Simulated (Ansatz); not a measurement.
# UB3LYP/6-31G(d) (Cartesian functions) run of AlNH3O (SMILES [NH2][Al][OH])

What is the energy change on altering one bond length of AlNH3O at UB3LYP/6-31G* (Cartesian functions)? 

The calculation is run with Ansatz 0.2.0.

60 further runs of the same task are left out: 60 set aside as unsound or not needed. Runs told in other sessions of the task aren't counted.

## 1. The molecule

The species is AlNH3O (6 atoms), meant as a doublet with charge 0. As SMILES, `[NH2][Al][OH]`. The shape is that of a PBE0-D4/def2-TZVP optimisation. This is one conformer, not always the lowest.

Bond lengths: N1–Al2 1.769 Å, Al2–O3 1.705 Å, N1–H4 1.009 Å, N1–H5 1.006 Å, O3–H6 0.956 Å. Angles: N1–Al2–O3 116.1°, Al2–N1–H4 124.1°, Al2–N1–H5 125.0°, Al2–O3–H6 122.8°, H4–N1–H5 110.9°.

## 2. A single-point energy at UB3LYP/6-31G(d) (Cartesian functions)

Input file run.yaml:

```yaml
basis:
  gaussian:
    orbitals: "6-31G*"
crystal:
  periodic: [false, false, false]
  atoms:
    - symbol: N
      position_ang: [-0.923900, 0.240200, -0.760800]
    - symbol: Al
      position_ang: [0.595200, 0.601300, 0.070700]
    - symbol: O
      position_ang: [1.194100, -0.618500, 1.101200]
    - symbol: H
      position_ang: [-1.434300, -0.623600, -0.657200]
    - symbol: H
      position_ang: [-1.394700, 0.861600, -1.396800]
    - symbol: H
      position_ang: [2.005700, -0.525100, 1.596800]
hamiltonian:
  xc: {name: B3LYP}
magnetization:
  spin_polarized: true
  initial_magnetization: 1
accuracy: high
output: {orbitals: {seedname: orbitals}}
```

The run is started by

```bash
$ ansatz run run.yaml --threads 1 --pin off --max-ram 2610MiB --events-out events.jsonl --progress --plain --runs-dir runs
```

Log:

```text
Warning: RAYON_NUM_THREADS=1 ignored (pool sized by the plan → 1); use --threads N
Functional definition: B3LYP
  name "B3LYP"
  parameter a0 = 0.2
  parameter ax = 0.72
  parameter ac = 0.81
  exchange = (1 - a0 - ax)*slater_x + ax*b88_x + a0*exact_x
  correlation = (1 - ac)*vwn_rpa_c + ac*lyp_c
1131 factors; integrals over basis functions are off by at most 3.3e-9 eV
mean field evaluation 1: about -10171.3119 eV, gradient 5.7e1 eV
mean field evaluation 2: about -10127.1215 eV, gradient 1.0e2 eV
mean field evaluation 4: about -10183.6616 eV, gradient 3.0e0 eV
mean field evaluation 8: about -10183.7864 eV, gradient 5.1e-1 eV
mean field evaluation 16: about -10183.7878 eV, gradient 5.3e-5 eV
mean field -10183.78776353 eV, -374.2472974904 hartree, gradient 3.0e-8 eV, S^2 0.751541; 0 other end points of the search recorded, 0 dependent functions left out
reference -10183.78779812 eV, -374.2472987616 hartree; 16, 15 occupied and 39, 40 virtual orbitals, 1131 factors
Total energy: -10183.78779812 eV, -374.2472987616 hartree
```

Run time: 6.6 s. Hardware: 1 thread of Arm Neoverse V1, shared host; peak memory 0.21 GiB.

## 3. The distorted shape, same level

Input file input.yaml:

```yaml
crystal:
  periodic: [false, false, false]
  atoms:
    - symbol: N
      position_ang: [-0.547271, -0.256905, -0.252015]
    - symbol: Al
      position_ang: [0.971829, 0.104195, 0.579485]
    - symbol: O
      position_ang: [1.570729, -1.115605, 1.609985]
    - symbol: H
      position_ang: [-1.057671, -1.120705, -0.148415]
    - symbol: H
      position_ang: [-1.394700, 0.861600, -1.396800]
    - symbol: H
      position_ang: [2.382329, -1.022205, 2.105585]
basis:
  gaussian:
    orbitals: "6-31G*"
output: {orbitals: {seedname: orbitals}}
magnetization:
  spin_polarized: true
  initial_magnetization: 1
accuracy: high
hamiltonian:
  xc: {name: B3LYP}
```

The run is started by

```bash
$ ansatz run input.yaml --threads 1 --pin off --max-ram 2610MiB --events-out events.jsonl --progress --plain --runs-dir runs
```

Log:

```text
Warning: RAYON_NUM_THREADS=1 ignored (pool sized by the plan → 1); use --threads N
Functional definition: B3LYP
  name "B3LYP"
  parameter a0 = 0.2
  parameter ax = 0.72
  parameter ac = 0.81
  exchange = (1 - a0 - ax)*slater_x + ax*b88_x + a0*exact_x
  correlation = (1 - ac)*vwn_rpa_c + ac*lyp_c
1130 factors; integrals over basis functions are off by at most 3.9e-9 eV
mean field evaluation 1: about -10163.7066 eV, gradient 6.1e1 eV
mean field evaluation 2: about -10090.3385 eV, gradient 1.1e2 eV
mean field evaluation 4: about -10176.8970 eV, gradient 2.4e1 eV
mean field evaluation 8: about -10179.8940 eV, gradient 3.2e-1 eV
mean field evaluation 16: about -10179.9671 eV, gradient 2.1e-2 eV
mean field evaluation 32: about -10179.9673 eV, gradient 3.6e-6 eV
mean field -10179.96726029 eV, -374.1068965860 hartree, gradient 7.2e-8 eV, S^2 0.767230; 4 other end points of the search recorded, 0 dependent functions left out
reference -10179.96729687 eV, -374.1068979302 hartree; 16, 15 occupied and 39, 40 virtual orbitals, 1130 factors
Total energy: -10179.96729687 eV, -374.1068979302 hartree
```

Wall time 14 s (1 thread of Arm Neoverse V1, shared host); peak memory 0.21 GiB.

## 4. Results

At UB3LYP/6-31G* (Cartesian functions):

```
                                                         quantity          value
                                        first shape: total energy  -374.24730 Eh
                  first shape: HOMO energy (highest over α and β)       -5.25 eV
                   first shape: LUMO energy (lowest over α and β)       -2.42 eV
                                                first shape: ⟨S²⟩          0.752
                                    distorted shape: total energy  -374.10690 Eh
              distorted shape: HOMO energy (highest over α and β)       -5.35 eV
               distorted shape: LUMO energy (lowest over α and β)       -2.88 eV
                                            distorted shape: ⟨S²⟩          0.767
energy change with the N1–H5 bond stretched from 1.006 to 1.811 Å       3.821 eV
```

With the N1–H5 bond stretched from 1.006 to 1.811 Å the energy rises by 3.82 eV (369 kJ/mol). The first shape isn't relaxed at this level, so the change isn't measured from a minimum.
